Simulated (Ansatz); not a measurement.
# AlSiH (singlet): from Hartree-Fock to the top rungs at distance Si1–Al2 = 4.219 Å, 6-31G

Aim: climb from Hartree-Fock through coupled cluster and multireference methods for AlSiH (singlet) at one geometry and basis, and see what each rung misses.

The runs use Ansatz 0.2.0, Gaussian basis; 6-31G, core rule «outside noble gas», up to 10 orbitals frozen.

To be run: UHF; CCSD(T) on RHF; CCSD(T) on UHF; BCCD(T) on RHF; CISD; CCSDT(Q) on RHF; CCSDT(Q) on UHF; CCSDTQ on RHF; CCSDTQ on UHF; CASSCF and MRCISD+Q, 2 electrons in 2 orbitals; CASSCF and NEVPT2, 2 electrons in 2 orbitals; CASSCF and MRCISD+Q, 8 electrons in 9 orbitals; CASSCF and NEVPT2, 8 electrons in 9 orbitals; Full CI.

34 further runs of the same task are left out: 2 for a known fault of the program, 29 that didn't finish, 3 set aside as unsound or not needed.

### 1 What is computed

The geometry derives from a PBE0/def2-TZVP stationary point (not a proven minimum). One bond is set to the value named and the two fragments are kept rigid.

3 atoms, charge 0, spin multiplicity 1.

Atoms are counted from 1 here; the program's logs count them from 0.

Bond lengths: Si1–H3 1.545 Å.

### 2 UHF

Input file in.yaml:

```yaml
crystal:
  periodic: [false, false, false]
  atoms:
    - {symbol: Si, position_ang: [0.000000, -0.549713, 1.496055]}
    - {symbol: Al, position_ang: [0.000000, -0.421596, -2.720999]}
    - {symbol: H, position_ang: [0.000000, 0.971310, 1.224944]}
basis:
  gaussian: {orbitals: 6-31G}
magnetization: {spin_polarized: true, initial_magnetization: 0}
hamiltonian: {xc: hf}
output: {orbitals: {seedname: orbitals}}
```

Started as:

```
ansatz run in.yaml --threads 1 --pin off --events-out ev --progress --plain --max-ram 2393MiB
```

The runs that follow: CCSD(T) on RHF; CCSD(T) on UHF; BCCD(T) on RHF; CISD; CCSDT(Q) on RHF; CCSDT(Q) on UHF; CCSDTQ on RHF; CCSDTQ on UHF; CASSCF and MRCISD+Q, 2 electrons in 2 orbitals; CASSCF and NEVPT2, 2 electrons in 2 orbitals; CASSCF and MRCISD+Q, 8 electrons in 9 orbitals; CASSCF and NEVPT2, 8 electrons in 9 orbitals; Full CI.

Before running them: what should the planned runs give, taken together? Wanted: FCI from the RHF energy; RMP2 from FCI; UMP2 from FCI; RCCSD from FCI; RCCSD(T) from FCI; UCCSD(T) from FCI; RCCSDT(Q) from FCI; UCCSDT(Q) from FCI; NEVPT2 pair from FCI.

**Answer**, as computed:

```
                         quantity                                                                                                        value
          FCI from the RHF energy                                                                                                   -3.2677 eV
                    RMP2 from FCI                                                                                              +28.58 kcal/mol
                    UMP2 from FCI                                                                                              +20.99 kcal/mol
                   RCCSD from FCI                                                                                               +2.20 kcal/mol
                RCCSD(T) from FCI                                                                                               +0.55 kcal/mol
                UCCSD(T) from FCI                                                                                               +1.99 kcal/mol
               RCCSDT(Q) from FCI                                                                                               +0.08 kcal/mol
               UCCSDT(Q) from FCI                                                                                               -0.85 kcal/mol
             NEVPT2 pair from FCI                                                                                              +18.11 kcal/mol
          NEVPT2 valence from FCI                                                                                               +5.18 kcal/mol
        MRCISD+Q valence from FCI                                                                                               +0.36 kcal/mol
levels within 1 kcal/mol (43 meV)  RCCSD(T), BCCD(T), RCCSDT, UCCSDT, RCCSDT(Q), UCCSDT(Q), RCCSDTQ, UCCSDTQ, MRCISD valence, MRCISD+Q valence
                    T1 diagnostic                                                                                                        0.038
   effectively unpaired electrons                                                                                                         0.78
```

In words: RCCSD(T) misses by +0.55 kcal/mol, 0.7 % of the correlation energy. CCSD(T) misses by +0.55 kcal/mol on the restricted determinant and by +1.99 kcal/mol on the unrestricted one; the two need not hold the same state or core. UCCSDT, UCCSDT(Q), UCCSDTQ fall below full CI: unrestricted runs freeze a spin-polarised core, another one than full CI's, and coupled cluster isn't variational. The occupations show some static correlation. Of the multireference levels listed MRCISD+Q valence comes nearest in total energy (+0.36 kcal/mol), which doesn't show that its space is the better one. These misses are within one basis, not against nature.
